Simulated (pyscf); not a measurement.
**Four-centre exchange: Cl–Ge:–Cl [singlet] + chlorine (Cl–Cl) → chlorine (Cl–Cl) + Cl–Ge:–Cl [singlet]**

Gas phase, singlet surface, charge 0. Bonds broken: Cl1–Ge2, Cl4–Cl5. Bonds formed: Cl1–Cl4, Ge2–Cl5. Single points on ωB97X-D3(BJ)/def2-SVP structures (PySCF, gas phase).

Transition state (Å):

```xyz
5

Cl    -1.4784     1.7353     0.5276
Ge     1.1604     1.4553    -0.6788
Cl     2.0688     0.6515     1.0972
Cl    -0.6831    -0.0324    -0.7329
Cl     0.9117    -1.1345    -1.9932
```

One imaginary mode, 179i cm⁻¹; descent along it reached the two sides named, in the forms told below.

| bond | change | reactant side (Å) | saddle | product side |
|---|---|---|---|---|
| Cl1–Ge2 | breaks | 2.204 | 2.9 | 4.2 |
| Cl4–Cl5 | breaks | 2.023 | 2.312 | 3.2 |
| Cl1–Cl4 | forms | 3.2 | 2.312 | 2.025 |
| Ge2–Cl5 | forms | 4.1 | 2.9 | 2.206 |

Electronic energies relative to the separated reactants (kJ/mol):

```
level                   barrier  reaction energy  reverse barrier
----------------------  -------  ---------------  ---------------
ωB97X-D3(BJ)/def2-TZVP    102.1              0.0            102.1
PBE/def2-TZVP              38.9              0.0             38.9
r²SCAN/def2-TZVP           46.9              0.0             46.9
B3LYP-D3(BJ)/def2-TZVP     60.4              0.0             60.4
PBE0-D3(BJ)/def2-TZVP      68.7              0.0             68.7
M06-2X/def2-TZVP          102.7              0.0            102.7
ωB97M-D3(BJ)/def2-TZVP    108.6              0.0            108.6
HF/def2-TZVP              212.1              0.0            212.1
```

With ωB97M-D3(BJ)/def2-TZVP energies and thermal terms (ideal gas, 1 atm, RRHO with modes under 100 cm⁻¹ raised to 100, one conformer, R ln 2 for rigid chiral ones), in kJ/mol:

| T (K) | ΔH‡ | ΔG‡ | ΔH | ΔG |
|---|---|---|---|---|
| 298 | 109.4 | 152.7 | 0.0 | 0.0 |
| 600 | 110.8 | 196.0 | 0.0 | 0.0 |
| 900 | 112.2 | 238.3 | 0.0 | 0.0 |
| 1200 | 113.4 | 280.1 | 0.0 | 0.0 |

On the reactant side the descent ends in a complex, 20.7 kJ/mol under the separated species and 122.7 kJ/mol under the saddle at ωB97X-D3(BJ)/def2-TZVP. On the product side the descent ends in a complex, 20.1 kJ/mol under the separated species and 122.2 kJ/mol under the saddle at ωB97X-D3(BJ)/def2-TZVP. At the saddle there is also a short Cl–Ge contact that neither side keeps. This is the saddle that the search found; another between the same sides may lie lower. Elements up to Kr have no core potential and no relativistic terms here.
